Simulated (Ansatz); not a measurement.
Ansatz (a quantum-chemistry and plane-wave program) input (wB97M-V/pcseg-3): A basis named .json is the Basis Set Exchange file of that set (core-valence sets with the plain set on hydrogen).

Ansatz 0.2 input:
```yaml
crystal:
  periodic: [false, false, false]
  atoms:
    - {symbol: F, position_ang: [-0.02225252, 1.11779558, -0.29098290]}
    - {symbol: O, position_ang: [0.18529947, -0.00260891, 0.50398691]}
    - {symbol: F, position_ang: [-0.07464433, -1.11750055, -0.28329124]}
    - {symbol: H, position_ang: [-0.61032413, 0.01821598, 1.13657204]}
basis:
  gaussian:
    orbitals: pcseg-3.json
hamiltonian:
  xc: {name: wB97M-V}
total_charge: 1
magnetization: {spin_polarized: false}
```

Output:

```
Functional definition: wB97M-V
integrals: 0.10 GiB planned
697 factors; their error is unknown
integrals: 0.14 GiB planned
145 factors; integrals over basis functions are off by at most 1.3e-5 eV
mean field: 1.08 GiB planned
mean field evaluation 1: about -7476.8731 eV, gradient 5.3e1 eV
mean field evaluation 2: about -7474.7691 eV, gradient 6.9e1 eV
mean field evaluation 4: about -7480.6760 eV, gradient 2.4e0 eV
mean field evaluation 8: about -7480.6887 eV, gradient 3.3e-2 eV
mean field evaluation 16: about -7480.6857 eV, gradient 1.3e-4 eV
mean field -7480.68569729 eV, -274.9101287846 hartree, gradient 4.9e-5 eV, S^2 0.000000; 0 other end points of the search recorded, 0 dependent functions left out
reference -7480.68572943 eV, -274.9101299655 hartree; 13, 13 occupied and 200, 200 virtual orbitals, 697 factors
Total energy: -7480.68572943 eV, -274.9101299655 hartree
```
